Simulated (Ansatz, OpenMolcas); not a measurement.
# From Ansatz to OpenMolcas

Ansatz 0.2.0 runs this on SiCl2 (SMILES Cl[Si]Cl):

in.yaml:
```yaml
crystal:
  periodic: [false, false, false]
  atoms:
    - {symbol: Si, position_ang: [0.005140, -0.006950, -0.869340]}
    - {symbol: Cl, position_ang: [1.581630, -0.018940, 0.444080]}
    - {symbol: Cl, position_ang: [-1.586770, 0.025890, 0.425270]}
basis:
  gaussian: {orbitals: STO-3G}
hamiltonian: {xc: {name: r2SCAN}}
accuracy: high
```

```bash
$ ansatz run in.yaml --threads 1 --pin off --max-ram 2610MiB --events-out events.jsonl --progress --plain --runs-dir runs
```

The shape is that of a GFN2-xTB optimisation.

It gives a total energy of -1196.544196 Eh.

Task: Translate the job to OpenMolcas 26.06 as an input file of the program's own.

Result: One way, which was run:

test.inp:
```
* Cl2Si Kohn-Sham DFT

&GATEWAY
 BasLib=$CurrDir
 Coord
 3
 angstrom
 Si       0.005140      -0.006950      -0.869340
 Cl       1.581630      -0.018940       0.444080
 Cl      -1.586770       0.025890       0.425270
 Basis=STO-3G
 Group=NoSym

&SEWARD
 GridInput
 Grid=UltraFine
 End of Grid

&SCF
 KSDFT=2
 1.0 MGGA_X_R2SCAN
 1.0 MGGA_C_R2SCAN
 Thresholds=1e-10 1e-07 1e-07 1e-05
 PrOrbitals=1 1
```

```bash
$ export MOLCAS_MEM=1860
$ pymolcas test.inp > test.log
```

(Basis files named in the input come from the Basis Set Exchange and aren't shown.)

Its energy is -1196.544248 Eh, 0.052 mEh from the first; the programs' integration grids differ.
